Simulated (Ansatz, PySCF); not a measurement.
Species: H$_{2}$O, charge 0, singlet. H2O (SMILES O).
B3LYP-D3(BJ)/def2-TZVP minimum from Ansatz (a quantum-chemistry and plane-wave program):
```xyz
3

O      0.0070     0.0013     0.1167
H     -0.0500     0.7593    -0.4742
H     -0.0062    -0.7700    -0.4592
```

Total energies in hartree (Ansatz). Open shells are spin-unrestricted; no spin-orbit coupling. Correlated methods leave the cores frozen. No relativity. For partners of very few electrons the exact lower level stands in for a higher one.

| species | HF/cc-pVTZ | CCSD(T)/cc-pVTZ | HF/cc-pVQZ | CCSD(T)/cc-pVQZ | CCSD(T)/cc-pV5Z | CCSDT(Q)/cc-pV5Z |
|---|---|---|---|---|---|---|
| 1: H2O (oxidane, SMILES O) | -76.05675 | -76.33211 | -76.06441 | -76.35971 | -76.36897 | -76.36937 |
| 2: O (triplet) | -74.81176 | -74.97396 | -74.81729 | -74.99357 | -75.00011 | -75.00049 |
| 3: H (doublet) | -0.49981 | -0.49981 | -0.49995 | -0.49995 | -0.49999 | -0.49999 |

Q: Work out the enthalpy of formation at 298 K (by atomisation, with ideal-gas terms from PySCF's Hessian at B3LYP-D3(BJ)/def2-TZVP and the atoms' measured values of the G2/97 table; no spin-orbit terms) in kJ/mol: take Hartree-Fock from cc-pVQZ, extrapolate the CCSD(T) correlation energy as X^-3 (X = 3, 4), and add CCSDT(Q) - CCSD(T) in cc-pV5Z. The further terms named in the bracket sum to +0.27864 hartree. 1 hartree = 2625.5 kJ/mol.

A: 
Species 1: correlation (64·(-0.29530) - 27·(-0.27536))/37 = -0.30985; step -0.00040; E1 = -76.06441 + (-0.30985) + (-0.00040) = -76.37466
Species 2: correlation (64·(-0.17628) - 27·(-0.16220))/37 = -0.18655; step -0.00038; E2 = -74.81729 + (-0.18655) + (-0.00038) = -75.00422
Species 3: correlation (64·(0.00000) - 27·(0.00000))/37 = 0.00000; step +0.00000; E3 = -0.49995 + (0.00000) + (+0.00000) = -0.49995
+1·E1 -1·E2 -2·E3 +0.27864 = -0.09190 hartree = -241.3 kJ/mol. Measured: -57.8 kcal/mol, -241.8 kJ/mol (Active Thermochemical Tables 1.112 (ions: stationary electron), as tabulated in the package chemicals); atomic spin-orbit terms, which the calculations lack, would raise the computed values. The composite differs from it by +0.5 kJ/mol; core, relativistic and spin-orbit terms are not in it.
